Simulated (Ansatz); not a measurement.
Ideal-gas functions of AlH4OP (`[AlH2][O]P`) at 298.15 K and 1 bar, from an Ansatz frequency run at PBE0-D4/def2-TZVP.

Molar mass 77.99 g/mol, point group C1 (symmetry number 1), electronic degeneracy 1, moments of inertia 9.978, 167.66, 174.137 u Å². Harmonic wavenumbers (cm⁻¹, unscaled): 45, 96, 145, 536, 575, 612, 783, 935, 962, 1088, 1123, 1947, 1968, 2318, 2346.

Use S(trans) = R[1.5 ln M + 2.5 ln T − 1.1517]; rotational temperatures θ = 24.2544 K / I; S(rot) = R[ln(√π/σ · √(T³/θAθBθC)) + 1.5]; for each mode x = 1.438777 ν̃/T, S = R[x/(eˣ − 1) − ln(1 − e⁻ˣ)] and H = RT x/(eˣ − 1); 1 cm⁻¹ = 0.0119627 kJ/mol; R = 8.31446 J/(mol·K).

By hand: the entropy, in J/(mol·K).

Translation 163.2. Rotation: θ = 2.4308, 0.1447, 0.1393 K, giving 100.8. Vibration, mode by mode: 21.03, 14.79, 11.45, 2.40, 2.07, 1.80, 0.93, 0.51, 0.46, 0.27, 0.24, 0.01, 0.01, 0.00, 0.00, in all 56.0. Electronic 0.0. Sum 320.0 J/(mol·K).

By hand: H − E and G − E in kJ/mol, counted from the electronic energy.

Zero-point energy ½ × 15479 × 0.0119627 = 92.6; thermal vibration 7.9; translation, rotation and pV give 4 RT = 9.9. H − E = 110.4 kJ/mol, and G − E = 110.4 − 298.15 × 320.0/1000 = 15.0 kJ/mol.

Vibration gives 18 % of the entropy, 47.3 J/(mol·K) of it from the modes under 150 cm⁻¹: soft modes count most, and the harmonic formula is weakest for them. The sum counts one conformer and one mirror image; others add a mixing term.
